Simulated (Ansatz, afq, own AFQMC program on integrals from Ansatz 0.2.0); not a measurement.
# BN, triplet → BN⁺, quartet

```xyz
2

B     0.0000    0.0000    0.0000
N     0.0000    0.0000    1.3155
```

E(quartet, charge +1) − E(triplet, charge +0) at this geometry, on UHF and UHF determinants.

Basis cc-pVDZ. Noble-gas cores (and the filled d shells of Ga–Kr and In–Xe) are frozen. Ansatz 0.2.0 and our own AFQMC program on the same integrals; the CISD trial comes from CCSD amplitudes, and released means the phaseless constraint is let go. Uncertainties: one standard error, sampling alone. The errors of all members are added in quadrature.

Full CI on the same integrals is exact in this basis and with this determinant's frozen core.

The best estimate is CCSD(T) at the basis-set limit (CBS: def2-TZVPP and def2-QZVPP, with their diffuse functions for anions and beside diffuse sets, CCSD(T) itself extrapolated) plus the step from CCSD(T) to full CI in cc-pVDZ. Rows without CBS are in cc-pVDZ, the functionals in def2-TZVP; B2PLYP and the wave-function rows carry a basis error of their own. Core correlation and relativity beyond core potentials are missing, and ± holds the sampling alone.

Cautions: BN (triplet): lower spins were not checked, raised T1 diagnostic (T1 0.045, weight of the determinant 0.88, largest double 0.10), the released energies are still falling, so no released level is given (meV from the phaseless value at times in 1/Eh: -10 ± 5 at 0.24, -19 ± 5 at 0.51, -22 ± 3 at 0.99, -35 ± 4 at 1.62, -39 ± 5 at 2.40), though the last usable value meets full CI within the noise, its ph-AFQMC/CISD value lies 36 ± 4 meV above full CI; BN⁺ (quartet): the released energies have errors that jump between times, so the bars are unsure, so no released level is given (meV from the phaseless value at times in 1/Eh: -7.1 ± 2.5 at 0.24, -8.6 ± 2.0 at 0.51, -42 ± 30 at 0.99, -18 ± 5 at 1.62, -17 ± 4 at 2.40), though the last usable value meets full CI within the noise, its ph-AFQMC/CISD value lies 15.4 ± 2.2 meV above full CI.

```csv
level,vertical ionization energy (eV)
PBE0,11.525
B2PLYP,11.599
MP2,11.199
```

(1) From these cheaper values, estimate the vertical ionization energy at the level of the best estimate.

(1) 11.722 eV (best estimate, highest rung FCI).

| level | vertical ionization energy (eV) | error against the best estimate (eV) |
| --- | --- | --- |
| HF | 9.620 | -2.102 |
| CCSD | 11.159 | -0.563 |
| CCSD(T) | 11.282 | -0.441 |
| CCSDT | 11.300 | -0.423 |
| CCSDT(Q) | 11.319 | -0.404 |
| CCSDTQ | 11.312 | -0.411 |
| ph-AFQMC/CISD | 11.292 ± 0.005 | -0.430 ± 0.005 |
| FCI | 11.312 | -0.410 |
| HF/CBS | 9.668 | -2.055 |
| MP2/CBS | 11.635 | -0.087 |
| CCSD(T)/CBS | 11.692 | -0.031 |
| PBE | 11.781 | 0.059 |
| r2SCAN | 11.617 | -0.105 |
| B3LYP | 11.701 | -0.021 |
| wB97M-V | 11.441 | -0.281 |

Correlation beyond CCSD(T) adds 0.031 eV. Going to the basis-set limit adds 0.410 eV at CCSD(T). The perturbative (T) step is worth +0.122 eV. The functionals spread over 0.339 eV; B3LYP and PBE come nearest and wB97M-V is 0.281 eV too low.

Best estimates are given only where the step beyond CCSD(T) is under 0.3 eV and no member's determinant is very poor (T1 over 0.05, or 0.07 for open shells, ⟨S²⟩ too high by 0.3, two states mixed), so the hardest cases are missing from such tables.

The functionals ran in a triple-zeta set and keep a basis error of their own, a few kJ/mol for each bond in atomization energies and more for double hybrids, so close places among them and the extrapolated levels can swap.

CCSDT and higher add their correlation energy to the determinant of the CCSD(T) run, since their own runs factorise the integrals more tightly (a shift of under 2 meV). Each member of a difference takes its own highest rung, so a best estimate needn't equal the limit plus the step of one row. A walk keeps the symmetry of its determinant, which the program's search chose and which needn't be the lowest solution, so a lower state of the same spin and another symmetry isn't excluded.
